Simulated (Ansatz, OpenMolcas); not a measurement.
# Worked example: the enthalpy of N2H → H + N2

Species: N2H (dinitrogen monohydride) `[N]=N`, doublet; H atom, doublet; N2 (nitrogen), singlet. 

Shapes, held fixed at every level: PBE0-D4/def2-TZVP. Programs: OpenMolcas 26.06. The zero-point and thermal terms to 298 K, harmonic and unscaled (5/2 RT less the spin-orbit lowering for atoms, PBE0-D4/def2-TZVP), stand in the table.

At SVWN5/def2-TZVPPD; 1 Eh = 2625.50 kJ/mol:

```
species  energy (Eh)  H(298 K) − E (kJ/mol)  tabulated ΔfH (kJ/mol)
    N2H  -109.188896                   45.0                  +249.5
      H    -0.478344                    6.2                  +218.0
     N2  -108.691426                   23.5                     0.0
```

Task: Work out the reaction enthalpy at 298 K from the calculation and from the table of heats.

Result: 
1. Electronic: (-0.478344) + (-108.691426) − [(-109.188896)] = 0.019126 Eh = +50.2 kJ/mol.
2. Zero-point and thermal: (6.2) + (23.5) − [(45.0)] = -15.3 kJ/mol.
3. Computed ΔH = +34.9 kJ/mol.
4. From the heats of formation (Active Thermochemical Tables, tabulated atomic heats): (218.0) + (0.0) − [(249.5)] = -31.5 kJ/mol.
5. Computed less tabulated: +66.4 kJ/mol. Tabulated heats carry uncertainties of their own.

Open shells run unrestricted unless RO is named.
